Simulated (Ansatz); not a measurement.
Structure optimisation: scandium, hcp

All numbers below come from DFT, r2SCAN, plane waves (500 eV) with PAW, scalar-relativistic (Ansatz 0.2.0). The PAW files were generated under PBE, with cores re-solved for the functional.

k-point mesh 11×11×6, Fermi-Dirac smearing 0.05 eV, starting moments 1.00 ×2 μB. Cell and atoms relax.

Starting structure:

```
Sc
1.0
     3.30900    0.00000    0.00000
    -1.65450    2.86568    0.00000
     0.00000    0.00000    5.27330
Sc
2
Direct
  0.33333 0.66667 0.25000
  0.66667 0.33333 0.75000
```

**Question.** What cell does the relaxation end in?

**Answer.** P6_3/mmc (spin ignored) with a = 3.287 Å, c = 5.334 Å (c/a = 1.623); 24.96 Å³ per atom against 25.00 at the start (-0.2 %).

**Question.** How much energy does the relaxation gain?

**Answer.** 1.8 meV per atom.

**Question.** Which magnetic state does it end in?

**Answer.** ferromagnetic, net 0.68 μB per atom; moments 0.45 ×2 μB.

Real scandium is paramagnetic; a moment here is an artefact of the functional.
